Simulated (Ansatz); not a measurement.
Structure relaxation of CoSn

The calculation used DFT r2SCAN, scalar-relativistic, plane waves, PAW (Ansatz). Cutoff 500 eV, Γ-centred k mesh, Gaussian smearing, collinear spin, first started from parallel moments.

This is the end of a relaxation of cell and atoms.

```
Co Sn
1.0
     5.24208    0.00000    0.00000
    -2.62104    4.53978    0.00000
     0.00000    0.00000    4.18665
Co Sn
3 3
Cartesian
  -1.3105 2.2699 0.0000
  1.3105 2.2699 0.0000
  2.6210 0.0000 0.0000
  2.6210 1.5133 2.0933
  0.0000 3.0265 2.0933
  0.0000 0.0000 0.0000
```

Formation energies are uncorrected and refer to the elements' standard structures at the same level.

Task: What space group does it have?

Result: P6/mmm (No. 191). Conventional cell: a = 5.242 Å, c = 4.187 Å. Co has 6 Sn at 2.58–2.62 Å and 4 Co at 2.62 Å; Sn on Wyckoff site d (2 atoms of the primitive cell) has 6 Co at 2.58 Å and 3 Sn at 3.03 Å; Sn on Wyckoff site a (1 atom of the primitive cell) is coordinated by 6 Co at 2.62 Å.

Task: What is its formation energy per atom?

Result: 0.05 eV/atom.

Task: Is it a metal?

Result: Yes, bands cross the Fermi level on the 12×12×10 mesh.

Task: What net moment does it keep?

Result: 0.00 μB per atom, with site moments up to 0.00 μB.

The final run used a 12×12×10 mesh on its 6-atom cell and 0.10 eV smearing. The k mesh leaves about 4 meV/atom of noise in metals.

Cost: 2 runs of about 12 core-minutes in all, on Intel Xeon 6975P-C (Granite Rapids) (shared hosts).